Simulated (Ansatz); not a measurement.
The following input was run with Ansatz 0.2.0.

```yaml
crystal:
  lattice:
    - [3.9706814897, 0.0, 0.0]
    - [0.0, 3.9706814897, 0.0]
    - [0.0, 0.0, 4.0850794236]
  atoms:
    - { symbol: Ba, position: [0.0, 0.0, -0.0044913172] }
    - { symbol: Ti, position: [0.5, 0.5, 0.4811993323] }
    - { symbol: O, position: [0.5, 0.5, 0.0315330395] }
    - { symbol: O, position: [0.5, 0.0, 0.5173794727] }
    - { symbol: O, position: [0.0, 0.5, 0.5173794727] }
basis:
  ecutwfc: 420
kpoints:
  mp_grid: { grid: [8, 8, 8] }
hamiltonian:
  xc: pbe
  hubbard: { sites: [{ species: Ti, l: d, u_eff: 4.0 }] }
scf:
  occupations: { method: gaussian, width: 0.02 }
output:
  forces: true
  stress: true
  eigenvalues: true
relax:
  adjacent_minimum: "off"
  f_tol: 0.01
  max_steps: 30
  cell: { stress_tol: 0.1, fix: [volume] }
```

Command:
```bash
ansatz run input.yaml --threads 2 --pin off --max-ram 5120MiB --backend cpu --events-out ev --progress --plain --runs-dir out
```

These are results of DFT PBE+U, scalar-relativistic, plane waves, PAW (Ansatz), not measurements.

Abridged output:

```
Ba: projections on atomic orbitals take those of the free atom [Kr 4d10] 5s2 5p6 6s2, of charge +0.00 (hamiltonian.pseudopotentials.projection_atoms); the dataset's partial waves leave at most 9.7e-6 of an orbital's norm unspanned inside its sphere
Ti: projections on atomic orbitals take those of the free atom [Ne] 3s2 3p6 3d2 4s2, of charge +0.00 (hamiltonian.pseudopotentials.projection_atoms); the dataset's partial waves leave at most 4.1e-7 of an orbital's norm unspanned inside its sphere
O: projections on atomic orbitals take those of the free atom [He] 2s2 2p4, of charge +0.00 (hamiltonian.pseudopotentials.projection_atoms); the dataset's partial waves leave at most 1.9e-8 of an orbital's norm unspanned inside its sphere
Pseudopotentials: kind: paw
Pseudopotential: Ba, paw, valence charge 10, recommended cutoff 420 eV (normal)
Pseudopotential: Ti, paw, valence charge 12, recommended cutoff 420 eV (normal)
Pseudopotential: O, paw, valence charge 6, recommended cutoff 420 eV (normal)
Functional definition: PBE
Crystal: 5 atoms, lattice volume = 64.407 Å³
Basis set: ecut = 420 eV, 1277 PW (Γ), exchange–correlation on 54×54×60 points (8 copies of the dense FFT grid, shifted against one another)
Bands: 25, of which v1, the nominal top of the filled ones, is band 20 counted from 1 (19 counted from 0)
Symmetry: 8 space group operations
Space group: P4mm (ITA 99), of the structure as read, at distance tolerance 4.0e-5 Å
k-points: 75 of 512 (time reversal used)
Initial density: superposition of atomic densities (chi_scale 0.1, normalization cell, long waves kept (reshape's long-wave potential 0.00 eV rms))
Initial wavefunctions: pseudopotential atomic-orbital guess
Functional: x = pbe(κ = 0.804, μ = 0.21951497), c = pbe(β = 0.06672455)
SCF iter   1: F=—  HF=-10156.773251 eV  |F-HF|=—  |Δ(HF+E_count)|=         —  Δρ=5.97e-2  dr2=3.28e0  ethr=3.10e-3  ⟨swp⟩=7.7  Hψ=10365  notcnv=0
SCF iter   2: F=—  HF=-10156.171172 eV  |F-HF|=—  |Δ(HF+E_count)|=   6.02e-1  Δρ=3.22e-2  dr2=6.10e-1  ethr=3.10e-3  ⟨swp⟩=3.0  Hψ=4543  notcnv=0  defer=75
SCF iter   3: F=—  HF=-10156.107043 eV  |F-HF|=—  |Δ(HF+E_count)|=   6.41e-2  Δρ=1.48e-2  dr2=1.81e-1  ethr=1.52e-3  ⟨swp⟩=2.5  Hψ=2977  notcnv=0  defer=75
SCF iter   4: F=—  HF=-10156.096331 eV  |F-HF|=—  |Δ(HF+E_count)|=   1.07e-2  Δρ=6.63e-3  dr2=2.56e-2  ethr=4.52e-4  ⟨swp⟩=2.9  Hψ=3182  notcnv=0  defer=75
SCF iter   5: F=—  HF=-10156.097279 eV  |F-HF|=—  |Δ(HF+E_count)|=   9.48e-4  Δρ=1.66e-3  dr2=1.60e-3  ethr=6.40e-5  ⟨swp⟩=3.4  Hψ=3907  notcnv=0  defer=75
SCF iter   6: F=—  HF=-10156.097911 eV  |F-HF|=—  |Δ(HF+E_count)|=   6.32e-4  Δρ=8.48e-4  dr2=3.82e-4  ethr=4.01e-6  ⟨swp⟩=2.0  Hψ=3290  notcnv=0  defer=75
SCF iter   7: F=—  HF=-10156.097893 eV  |F-HF|=—  |Δ(HF+E_count)|=   1.80e-5  Δρ=2.36e-4  dr2=3.57e-5  ethr=9.55e-7  ⟨swp⟩=2.0  Hψ=3024  notcnv=0  defer=75
SCF iter   8: F=—  HF=-10156.097899 eV  |F-HF|=—  |Δ(HF+E_count)|=   5.93e-6  Δρ=7.99e-5  dr2=3.91e-6  ethr=8.93e-8  ⟨swp⟩=2.0  Hψ=3195  notcnv=0  defer=75
SCF iter   9: F=—  HF=-10156.097900 eV  |F-HF|=—  |Δ(HF+E_count)|=   9.05e-7  Δρ=1.30e-5  dr2=1.13e-7  ethr=9.78e-9  ⟨swp⟩=2.6  Hψ=3191  notcnv=0  defer=75
SCF iter  10: F=-10156.097900 eV  HF=-10156.097900 eV  |F-HF|=9.43e-9  |Δ(HF+E_count)|=   1.51e-7  Δρ=3.67e-6  dr2=8.34e-9  ethr=2.50e-10  ⟨swp⟩=11.5  Hψ=9400  notcnv=0
SCF 1 converged in 10 iterations: F = -10156.097900 eV  dr2 = 8.34e-9
relax step   1: F+E_penalty+E_count = -10156.09790007 eV  Δ(F+E_penalty+E_count) = +0.000e0 eV  max|allowed force component| = 3.271e-1 eV/Å  Δτ_max = 0.0000 Å  P = +5.134 GPa  Ω = 64.407 Å³  fix = [volume]  reactions: volume +5.134 GPa (10 SCF iters, dr2 threshold 1.00e-7 eV, accepted)
Basis set: ecut = 420 eV, 1261 PW (Γ), exchange–correlation on 54×54×60 points (8 copies of the dense FFT grid, shifted against one another)
Initial density: handed on by an earlier stage of this run
Initial wavefunctions: those handed on with the density
SCF iter   1: F=—  HF=-10156.100070 eV  |F-HF|=—  |Δ(HF+E_count)|=         —  Δρ=1.33e-3  dr2=1.46e-3  ethr=3.46e-6  ⟨swp⟩=2.0  Hψ=9010  notcnv=0
SCF iter   2: F=—  HF=-10156.099775 eV  |F-HF|=—  |Δ(HF+E_count)|=   2.95e-4  Δρ=7.10e-4  dr2=4.32e-4  ethr=3.46e-6  ⟨swp⟩=2.7  Hψ=2877  notcnv=0
SCF iter   3: F=—  HF=-10156.099683 eV  |F-HF|=—  |Δ(HF+E_count)|=   9.17e-5  Δρ=4.98e-4  dr2=1.58e-4  ethr=1.08e-6  ⟨swp⟩=2.0  Hψ=2878  notcnv=0
SCF iter   4: F=—  HF=-10156.099651 eV  |F-HF|=—  |Δ(HF+E_count)|=   3.24e-5  Δρ=1.01e-4  dr2=5.59e-6  ethr=3.96e-7  ⟨swp⟩=2.1  Hψ=3056  notcnv=0
SCF iter   5: F=—  HF=-10156.099652 eV  |F-HF|=—  |Δ(HF+E_count)|=   1.16e-6  Δρ=6.93e-5  dr2=2.53e-6  ethr=1.40e-8  ⟨swp⟩=2.1  Hψ=3207  notcnv=0
SCF iter   6: F=-10156.099652 eV  HF=-10156.099652 eV  |F-HF|=1.03e-7  |Δ(HF+E_count)|=   8.87e-8  Δρ=1.65e-5  dr2=9.32e-8  ethr=1.25e-9  ⟨swp⟩=3.9  Hψ=7496  notcnv=0
SCF 2 converged in 6 iterations: F = -10156.099652 eV  dr2 = 9.32e-8
relax step   2: F+E_penalty+E_count = -10156.09965208 eV  Δ(F+E_penalty+E_count) = -1.752e-3 eV  max|allowed force component| = 3.471e-1 eV/Å  Δτ_max = 0.0162 Å  P = +4.830 GPa  Ω = 64.407 Å³  energy of the carried Pulay correction = -1.090e-16 eV  fix = [volume]  reactions: volume +4.830 GPa (6 SCF iters, dr2 threshold 5.00e-7 eV, accepted)
SCF iter   1: F=—  HF=-10156.102545 eV  |F-HF|=—  |Δ(HF+E_count)|=         —  Δρ=8.90e-4  dr2=6.05e-4  ethr=1.46e-6  ⟨swp⟩=2.0  Hψ=9788  notcnv=0
SCF iter   2: F=—  HF=-10156.102425 eV  |F-HF|=—  |Δ(HF+E_count)|=   1.19e-4  Δρ=4.63e-4  dr2=1.37e-4  ethr=1.46e-6  ⟨swp⟩=2.8  Hψ=3499  notcnv=0
SCF iter   3: F=—  HF=-10156.102395 eV  |F-HF|=—  |Δ(HF+E_count)|=   3.06e-5  Δρ=2.52e-4  dr2=4.84e-5  ethr=3.43e-7  ⟨swp⟩=2.0  Hψ=2765  notcnv=0
SCF iter   4: F=—  HF=-10156.102384 eV  |F-HF|=—  |Δ(HF+E_count)|=   1.09e-5  Δρ=5.58e-5  dr2=2.40e-6  ethr=1.21e-7  ⟨swp⟩=2.4  Hψ=3017  notcnv=0
SCF iter   5: F=-10156.102384 eV  HF=-10156.102384 eV  |F-HF|=3.42e-8  |Δ(HF+E_count)|=   2.52e-7  Δρ=2.13e-5  dr2=2.19e-7  ethr=1.25e-9  ⟨swp⟩=7.3  Hψ=9475  notcnv=0
SCF 3 converged in 5 iterations: F = -10156.102384 eV  dr2 = 2.19e-7
relax step   3: F+E_penalty+E_count = -10156.10238359 eV  Δ(F+E_penalty+E_count) = -2.732e-3 eV  max|allowed force component| = 2.693e-1 eV/Å  Δτ_max = 0.0061 Å  P = +4.599 GPa  Ω = 64.407 Å³  energy of the carried Pulay correction = -1.090e-16 eV  fix = [volume]  reactions: volume +4.599 GPa (5 SCF iters, dr2 threshold 5.00e-7 eV, accepted)
SCF iter   1: F=—  HF=-10156.114101 eV  |F-HF|=—  |Δ(HF+E_count)|=         —  Δρ=7.62e-3  dr2=2.79e-2  ethr=6.98e-5  ⟨swp⟩=1.1  Hψ=10266  notcnv=0
SCF iter   2: F=—  HF=-10156.109225 eV  |F-HF|=—  |Δ(HF+E_count)|=   4.88e-3  Δρ=3.99e-3  dr2=6.07e-3  ethr=6.97e-5  ⟨swp⟩=3.0  Hψ=3277  notcnv=0
SCF iter   3: F=—  HF=-10156.108399 eV  |F-HF|=—  |Δ(HF+E_count)|=   8.26e-4  Δρ=2.03e-3  dr2=2.03e-3  ethr=1.52e-5  ⟨swp⟩=2.0  Hψ=3370  notcnv=0
SCF iter   4: F=—  HF=-10156.108138 eV  |F-HF|=—  |Δ(HF+E_count)|=   2.61e-4  Δρ=4.86e-4  dr2=1.31e-4  ethr=5.07e-6  ⟨swp⟩=2.0  Hψ=3200  notcnv=0
SCF iter   5: F=—  HF=-10156.108139 eV  |F-HF|=—  |Δ(HF+E_count)|=   3.44e-7  Δρ=2.35e-4  dr2=2.45e-5  ethr=3.28e-7  ⟨swp⟩=2.1  Hψ=2886  notcnv=0
SCF iter   6: F=—  HF=-10156.108137 eV  |F-HF|=—  |Δ(HF+E_count)|=   1.95e-6  Δρ=6.97e-5  dr2=2.33e-6  ethr=6.11e-8  ⟨swp⟩=2.0  Hψ=3113  notcnv=0
SCF iter   7: F=-10156.108137 eV  HF=-10156.108137 eV  |F-HF|=4.91e-8  |Δ(HF+E_count)|=   6.87e-7  Δρ=1.75e-5  dr2=1.47e-7  ethr=1.25e-9  ⟨swp⟩=6.6  Hψ=9067  notcnv=0
SCF 4 converged in 7 iterations: F = -10156.108137 eV  dr2 = 1.47e-7
relax step   4: F+E_penalty+E_count = -10156.10813734 eV  Δ(F+E_penalty+E_count) = -5.754e-3 eV  max|allowed force component| = 5.597e-2 eV/Å  Δτ_max = 0.0593 Å  P = +3.014 GPa  Ω = 64.407 Å³  energy of the carried Pulay correction = +7.264e-17 eV  fix = [volume]  reactions: volume +3.014 GPa (7 SCF iters, dr2 threshold 5.00e-7 eV, accepted)
SCF iter   1: F=—  HF=-10156.109498 eV  |F-HF|=—  |Δ(HF+E_count)|=         —  Δρ=2.39e-3  dr2=2.63e-3  ethr=6.39e-6  ⟨swp⟩=2.4  Hψ=9452  notcnv=0
SCF iter   2: F=—  HF=-10156.109021 eV  |F-HF|=—  |Δ(HF+E_count)|=   4.77e-4  Δρ=1.26e-3  dr2=6.26e-4  ethr=6.39e-6  ⟨swp⟩=2.5  Hψ=3263  notcnv=0
SCF iter   3: F=—  HF=-10156.108940 eV  |F-HF|=—  |Δ(HF+E_count)|=   8.05e-5  Δρ=6.60e-4  dr2=2.40e-4  ethr=1.57e-6  ⟨swp⟩=2.0  Hψ=3203  notcnv=0
SCF iter   4: F=—  HF=-10156.108904 eV  |F-HF|=—  |Δ(HF+E_count)|=   3.64e-5  Δρ=1.50e-4  dr2=1.15e-5  ethr=5.99e-7  ⟨swp⟩=2.1  Hψ=3054  notcnv=0
SCF iter   5: F=—  HF=-10156.108902 eV  |F-HF|=—  |Δ(HF+E_count)|=   1.83e-6  Δρ=7.00e-5  dr2=2.10e-6  ethr=2.88e-8  ⟨swp⟩=2.0  Hψ=2885  notcnv=0
SCF iter   6: F=—  HF=-10156.108902 eV  |F-HF|=—  |Δ(HF+E_count)|=   1.13e-7  Δρ=2.20e-5  dr2=2.54e-7  ethr=5.26e-9  ⟨swp⟩=2.0  Hψ=3179  notcnv=0
SCF iter   7: F=-10156.108902 eV  HF=-10156.108902 eV  |F-HF|=6.24e-9  |Δ(HF+E_count)|=   5.02e-8  Δρ=5.70e-6  dr2=1.56e-8  ethr=4.89e-10  ⟨swp⟩=5.0  Hψ=6881  notcnv=0
SCF 5 converged in 7 iterations: F = -10156.108902 eV  dr2 = 1.56e-8
relax step   5: F+E_penalty+E_count = -10156.10890181 eV  Δ(F+E_penalty+E_count) = -7.645e-4 eV  max|allowed force component| = 3.258e-3 eV/Å  Δτ_max = 0.0187 Å  P = +3.409 GPa  Ω = 64.407 Å³  fix = [volume]  reactions: volume +3.409 GPa (7 SCF iters, dr2 threshold 1.96e-7 eV, accepted)
Basis set: ecut = 420 eV, 1261 PW (Γ), exchange–correlation on 54×54×54 points (8 copies of the dense FFT grid, shifted against one another)
Initial wavefunctions: pseudopotential atomic-orbital guess (no wavefunctions were taken with the density)
SCF iter   1: F=—  HF=-10156.109102 eV  |F-HF|=—  |Δ(HF+E_count)|=         —  Δρ=1.63e-4  dr2=8.84e-7  ethr=2.65e-8  ⟨swp⟩=3.3  Hψ=15225  notcnv=0
SCF iter   2: F=—  HF=-10156.109182 eV  |F-HF|=—  |Δ(HF+E_count)|=   8.05e-5  Δρ=8.34e-5  dr2=2.33e-7  ethr=2.21e-9  ⟨swp⟩=2.6  Hψ=3051  notcnv=0
SCF iter   3: F=—  HF=-10156.109210 eV  |F-HF|=—  |Δ(HF+E_count)|=   2.80e-5  Δρ=6.13e-6  dr2=2.06e-8  ethr=5.83e-10  ⟨swp⟩=2.0  Hψ=3000  notcnv=0
SCF iter   4: F=—  HF=-10156.109210 eV  |F-HF|=—  |Δ(HF+E_count)|=   3.70e-9  Δρ=1.58e-6  dr2=5.79e-10  ethr=5.14e-11  ⟨swp⟩=2.0  Hψ=3035  notcnv=0
SCF iter   5: F=—  HF=-10156.109210 eV  |F-HF|=—  |Δ(HF+E_count)|=   1.91e-9  Δρ=6.22e-7  dr2=2.11e-10  ethr=1.00e-12  ⟨swp⟩=5.5  Hψ=7058  notcnv=0
SCF iter   6: F=-10156.109210 eV  HF=-10156.109210 eV  |F-HF|=5.46e-12  |Δ(HF+E_count)|=  3.27e-11  Δρ=1.80e-7  dr2=1.59e-11  ethr=1.00e-12  ⟨swp⟩=4.0  Hψ=6661  notcnv=0
SCF 6 converged in 6 iterations: F = -10156.109210 eV  dr2 = 1.59e-11
SCF iter   1: F=—  HF=-10156.109244 eV  |F-HF|=—  |Δ(HF+E_count)|=         —  Δρ=1.90e-4  dr2=1.70e-5  ethr=4.12e-8  ⟨swp⟩=2.0  Hψ=9555  notcnv=0
SCF iter   2: F=—  HF=-10156.109241 eV  |F-HF|=—  |Δ(HF+E_count)|=   2.83e-6  Δρ=9.99e-5  dr2=4.17e-6  ethr=4.12e-8  ⟨swp⟩=2.5  Hψ=3009  notcnv=0
SCF iter   3: F=—  HF=-10156.109241 eV  |F-HF|=—  |Δ(HF+E_count)|=   5.36e-7  Δρ=5.21e-5  dr2=1.39e-6  ethr=1.04e-8  ⟨swp⟩=2.0  Hψ=2815  notcnv=0
SCF iter   4: F=—  HF=-10156.109241 eV  |F-HF|=—  |Δ(HF+E_count)|=   1.75e-7  Δρ=1.39e-5  dr2=1.14e-7  ethr=3.49e-9  ⟨swp⟩=2.2  Hψ=2764  notcnv=0
SCF iter   5: F=-10156.109241 eV  HF=-10156.109241 eV  |F-HF|=1.62e-8  |Δ(HF+E_count)|=   2.46e-9  Δρ=6.77e-6  dr2=2.66e-8  ethr=1.27e-10  ⟨swp⟩=5.0  Hψ=6995  notcnv=0
SCF 7 converged in 5 iterations: F = -10156.109241 eV  dr2 = 2.66e-8
relax step   7: F+E_penalty+E_count = -10156.10924062 eV  Δ(F+E_penalty+E_count) = -3.060e-5 eV  max|allowed force component| = 3.173e-3 eV/Å  Δτ_max = 0.0014 Å  P = +3.382 GPa  Ω = 64.407 Å³  energy of the carried Pulay correction = +2.237e-7 eV  fix = [volume]  reactions: volume +3.382 GPa (5 SCF iters, dr2 threshold 5.08e-8 eV, accepted)
SCF iter   1: F=—  HF=-10156.109254 eV  |F-HF|=—  |Δ(HF+E_count)|=         —  Δρ=7.73e-6  dr2=2.66e-8  ethr=2.31e-8  ⟨swp⟩=3.4  Hψ=15238  notcnv=0
SCF iter   2: F=—  HF=-10156.109253 eV  |F-HF|=—  |Δ(HF+E_count)|=   3.99e-7  Δρ=3.57e-6  dr2=5.43e-9  ethr=6.65e-11  ⟨swp⟩=2.4  Hψ=3392  notcnv=0
SCF iter   3: F=—  HF=-10156.109253 eV  |F-HF|=—  |Δ(HF+E_count)|=   1.93e-9  Δρ=1.99e-6  dr2=2.09e-9  ethr=1.36e-11  ⟨swp⟩=2.4  Hψ=2827  notcnv=0
SCF iter   4: F=—  HF=-10156.109253 eV  |F-HF|=—  |Δ(HF+E_count)|=   1.32e-9  Δρ=9.92e-7  dr2=6.58e-10  ethr=5.22e-12  ⟨swp⟩=2.7  Hψ=3230  notcnv=0
SCF iter   5: F=-10156.109253 eV  HF=-10156.109253 eV  |F-HF|=1.82e-12  |Δ(HF+E_count)|=  1.44e-10  Δρ=2.17e-7  dr2=4.54e-11  ethr=1.00e-12  ⟨swp⟩=4.0  Hψ=7349  notcnv=0
SCF 8 converged in 5 iterations: F = -10156.109253 eV  dr2 = 4.54e-11
SCF converged after 5 iterations
Free energy (F): -10156.109253 eV
Harris-Foulkes:  -10156.109253 eV  (|F-HF|=1.82e-12)
Internal energy: -10156.109253 eV  (E = F + TS)
E sigma→0 (E₀):  -10156.109253 eV
Fermi energy:    11.606000 eV
--- Per-component energies (eV) ---
  E_band       = -144.898243
  E_kinetic    = 969.994022
  E_local      = -2098.603729  (includes V_loc(G=0)·N_el)
  E_nonlocal   = 202.061227
  E_hartree    = 816.810538
  E_xc         = -491.852978
  E_vxc        = -546.625546  (∫ρ·V_xc dr)
  E_hubbard    = 3.360057  (on-site DFT+U / exact-exchange correction)
  E_vhub       = 2.339439  (the Hubbard potential's part of the band-sum identity)
  E_paw        = -6743.785394  (= ΣΔE_a)
  E_vpaw       = -307.692191  (= ΣTr[D̂ρ^β])
  E_aug_tail   = 0.007441  (compensation charges beyond the density's cutoff)
  E_ewald      = -2814.100436
  E_smearing   =  0.000000  (= −TS)
--- Forces (eV/Å), atoms counted from 1 ---
  atom   1  Ba     0.00000000     0.00000000    -0.00075300
  atom   2  Ti     0.00000000     0.00000000    -0.00314364
  atom   3  O      0.00000000     0.00000000     0.00267085
  atom   4  O      0.00000000     0.00000000     0.00060642
  atom   5  O      0.00000000     0.00000000     0.00060642
--- Stress (GPa, compression-positive) ---
        3.423161       0.000000       0.000000
        0.000000       3.423161       0.000000
        0.000000       0.000000       3.299391
  P = ⅓ Tr σ = 3.3819 GPa (33.819 kbar)
--- Band table (eV; the first three rows and the last of 75) ---
  k-point 0: bands = ["-47.1974", "-23.3911", "-23.3659", "-23.3659", "-14.2930", "-6.4787", "-5.7143", "-5.6784", "0.4967", "0.5154", "0.5154", "8.0063", "8.0339", "8.0339", "9.2285", "9.2285", "9.2818", "10.1466", "10.1885", "10.1885", "12.7490", "12.8648", "12.8648", "14.2183", "14.2729"]
  k-point 1: bands = ["-47.1973", "-23.3969", "-23.3656", "-23.3656", "-14.2768", "-6.4842", "-5.7169", "-5.6746", "0.5404", "0.5404", "0.5622", "7.7527", "7.9932", "7.9932", "9.0982", "9.0982", "9.1567", "9.8029", "10.1116", "10.1116", "12.7644", "13.0885", "13.0885", "14.2237", "14.6675"]
  k-point 2: bands = ["-47.1969", "-23.4110", "-23.3650", "-23.3650", "-14.2370", "-6.5322", "-5.6816", "-5.6653", "0.6023", "0.6023", "0.7185", "7.1678", "7.8615", "7.8615", "8.8683", "8.8683", "8.8825", "9.1709", "9.9384", "9.9384", "12.8023", "13.5806", "13.5806", "14.2335", "15.4078"]
  k-point 74: bands = ["-47.1952", "-23.4260", "-23.4057", "-23.4057", "-14.0302", "-5.6248", "-5.5561", "-5.5561", "-0.1693", "-0.1693", "-0.1231", "5.7958", "6.6180", "6.6346", "8.1871", "8.2060", "8.2060", "10.3677", "10.3677", "10.4630", "14.7614", "14.7614", "14.7953", "17.0076", "17.1301"]
Occupation matrices written to <dir>
--- Relaxed structure (6 steps of the walk, 6 accepted, 2 SCFs on fresh bases) ---
  F+E_penalty+E_count = -10156.10925324 eV   max|allowed force component| = 3.141e-3 eV/Å   (the final SCF, on the basis selected at the relaxed cell)
  cell:  # Å, volume = 64.4066 Å³
    - [3.99556076, 0.0, 0.0]
    - [0.0, 3.99556076, 0.0]
    - [0.0, 0.0, 4.03436443]
  atoms:
    - { symbol: Ba, position: [0.0, 0.0, 0.00215389] }
    - { symbol: Ti, position: [0.5, 0.5, 0.49205836] }
    - { symbol: O, position: [0.5, 0.5, 0.02088146] }
    - { symbol: O, position: [0.5, 0.0, 0.51395313] }
    - { symbol: O, position: [0.0, 0.5, 0.51395313] }
```

The relaxation met its thresholds.

It took 63 s on 2 threads of Intel(R) Xeon(R) Platinum 8375C CPU @ 2.90GHz (Ice Lake), with other jobs on the host, peak memory 0.6 GiB.

Spin-orbit coupling is left out, which matters for the bands of heavy elements.